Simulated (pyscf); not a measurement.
Optimised with ωB97X-D3(BJ)/def2-SVP in PySCF.

Q: For H₂N–GeH₂–F + H• → H₂N–GeH•–F + H₂, a hydrogen abstraction (doublet surface; Ge–H broken, H–H formed), PBE/def2-TZVP gives ΔE‡ = -0.6 kcal/mol and ΔE = -22.2 kcal/mol (zero: the separated reactants). In which direction and how far do r²SCAN/def2-TZVP, B3LYP-D3(BJ)/def2-TZVP, ωB97M-D3(BJ)/def2-TZVP move these?

A: r²SCAN: ΔE‡ = -1.7 kcal/mol, ΔE = -22.4 kcal/mol; B3LYP-D3(BJ): ΔE‡ = -0.7 kcal/mol, ΔE = -23.5 kcal/mol; ωB97M-D3(BJ): ΔE‡ = 3.7 kcal/mol, ΔE = -19.9 kcal/mol. PBE's barrier lies among them. Its reaction energy lies among theirs. At PBE, r²SCAN, B3LYP-D3(BJ) this geometry lies under the reactants; that is no barrier but a single point on another level's saddle; such a level's own saddle, if it has one, lies nearer that side and is low. One saddle was located; it need not be the lowest between these sides. The angle at the transferred H is 177°. Elements up to Kr have no core potential and no relativistic terms here.
